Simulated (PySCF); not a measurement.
Cl2, SMILES ClCl (connectivity only; charge and spin as stated), charge +1, multiplicity 2.

The structure is a stationary point at PBE0-D3(BJ)/def2-TZVPD.

These are SMD-B3LYP/def2-SVP (PySCF) values and carry that method's errors.

Solvation free energies are E(SMD) − E(gas) at the gas-phase geometry, for 1 M in both phases.

```json
[
 {"solvent": "water", "ΔG(solv) (kcal/mol)": "-58.8", "its non-electrostatic (CDS) part": "0.8"},
 {"solvent": "n-hexane", "ΔG(solv) (kcal/mol)": "-30.2", "its non-electrostatic (CDS) part": "-2.0"},
 {"solvent": "acetonitrile", "ΔG(solv) (kcal/mol)": "-60.2", "its non-electrostatic (CDS) part": "-1.5"}
]
```
